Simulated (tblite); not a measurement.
Species: C₄H₆ (triplet state).
Z-matrix (Å and degrees, GFN2-xTB geometry), rows numbered from 1:
```
C 
C   1  1.3827
C   2  1.3481  1  126.40
C   3  1.4502  2  140.47  1     0.30
H   1  1.0739  2  120.93  3   179.91
H   1  1.0750  2  121.12  3    -0.11
H   2  1.0871  1  116.61  3   179.97
H   4  1.0929  3  110.50  2   120.63
H   4  1.0930  3  110.72  2  -120.19
H   4  1.0975  3  111.55  2     0.27
```

Structure optimised with GFN2-xTB, isolated species. This method treats the open shell by occupation alone, without spin polarisation.

Masses are those of the commonest isotopes; rigid-rotor values at the optimised geometry. The values belong to one conformer with, in the numbering `[CH2:1]=[CH:2][C:3][CH3:4]`, C1–C2–C3–C4 0°.

Task: What are A, B and C (MHz)?

Result: Ia = 21.39, Ib = 100.47, Ic = 118.73 u·Å²; 505379 MHz·u·Å²/I gives A = 23622, B = 5030, C = 4256 MHz.

Task: Classify the top.

Result: A near-prolate asymmetric top: κ = (2 × 5030 − 23622 − 4256)/(23622 − 4256) = -0.92.

Task: Is it planar, by Δ = Ic − Ia − Ib?

Result: Not planar: Δ = Ic − Ia − Ib = -3.14 u·Å². For a rigid frame Δ = −2 Σ m c², so Σ m c² = 1.57 u·Å² lies off the ab plane, practically all of it from hydrogen. The atom farthest from that plane is 0.88 Å away.

Task: Where do the levels up to J = 4 lie, in MHz?

Result: Above 0(0,0):
J = 1: 1(0,1) 9286, 1(1,1) 27878, 1(1,0) 28651
J = 2: 2(0,2) 27836, 2(1,2) 45677, 2(1,1) 47998, 2(2,1) 103773, 2(2,0) 103796
J = 3: 3(0,3) 55600, 3(1,3) 72362, 3(1,2) 77002, 3(2,2) 131632, 3(2,1) 131750, 3(3,1) 226538, 3(3,0) 226539
J = 4: 4(0,4) 92511, 4(1,4) 107915, 4(1,3) 115646, 4(2,3) 168759, 4(2,2) 169112, 4(3,2) 263730, 4(3,1) 263733, 4(4,1) 396537, 4(4,0) 396537

Task: Estimate the classical rotational partition function at 50 K, 200 K and 500 K.

Result: Point group Cs, symmetry number σ = 1; q = (√π/σ)·√((kT/h)³/(ABC)), k/h = 20836.6 MHz/K: 2650 at 50 K, 21200 at 200 K, 83800 at 500 K.

For this open shell read J as N, the rotation without spin; fine and hyperfine splittings come on top. Its GFN2-xTB frequencies are all real (lowest 32 cm⁻¹). This triplet need not be the ground state; the singlet was not compared here. No vibrational averaging or centrifugal distortion is included, and the geometry carries the error of its method.

The numbers are calculated, not measured.
